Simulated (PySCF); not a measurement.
Compound: C3H8O.
SMILES with atom numbers: `[CH3:1][CH2:2][CH2:3][OH:4]` (hydrogens: H5, H6, H7 on C1; H8, H9 on C2; H10, H11 on C3; H12 on O4)

Computed with core-valence-separated Tamm–Dancoff BHandHLYP/aug-pcX-1 (pcseg-1 on H) in PySCF, non-relativistic, gas phase, PBE0-D3(BJ)/def2-SVP geometry.

Computed oxygen K-edge spectrum, Gaussian lines of 0.5 eV full width, highest printed point 100; it ends one width below the last computed root. The energies are unshifted.

photon energy (eV), absorption and a bar:
```
    531.4          1 
    531.5          2 #
    531.6          7 ##
    531.7         18 #####
    531.8         36 ###########
    531.9         58 #################
    532.0         75 ######################
    532.1         77 #######################
    532.2         64 ###################
    532.3         42 #############
    532.4         22 #######
    532.5          9 ###
    532.6          3 #
    532.7          1 
    532.8          0 
    532.9          0 
    533.0          0 
    533.1          0 
    533.2          0 
    533.3          0 
    533.4          0 
    533.5          0 
    533.6          1 
    533.7          2 #
    533.8          7 ##
    533.9         18 #####
    534.0         35 ##########
    534.1         56 #################
    534.2         74 ######################
    534.3         82 #########################
    534.4         77 #######################
    534.5         62 ##################
    534.6         43 #############
    534.7         26 ########
    534.8         15 ####
    534.9         10 ###
    535.0         14 ####
    535.1         27 ########
    535.2         51 ###############
    535.3         79 ########################
    535.4        100 ##############################
```

Problem. Where are the maxima, and which lines make them up?

Solution. 2 maxima:
- 532.1 eV: O4 (alcohol oxygen), 532.06 eV, f = 0.021, 100 % of the height at the exact maximum
- 534.3 eV: O4 (alcohol oxygen), 534.24 eV, f = 0.015, 65 % of the height at the exact maximum; O4 (alcohol oxygen), 534.40 eV, f = 0.007, 27 % of the height at the exact maximum

Further lines of some strength in the range: O4, 534.56 eV, f = 0.004; O4, 535.35 eV, f = 0.003.

Roots within 0.03 eV on the same or equivalent atoms count as one line; shares under 12 % aren't listed.

Vibrational structure and lifetime widths aren't in the curve. The ionisation threshold wasn't computed; near and above it a finite basis only mimics Rydberg series and continuum.

The values belong to the conformer `[CH3:1][CH2:2][CH2:3][OH:4]`: C1–C2–C3–O4 177°, H–O4–C3–C2 61°.
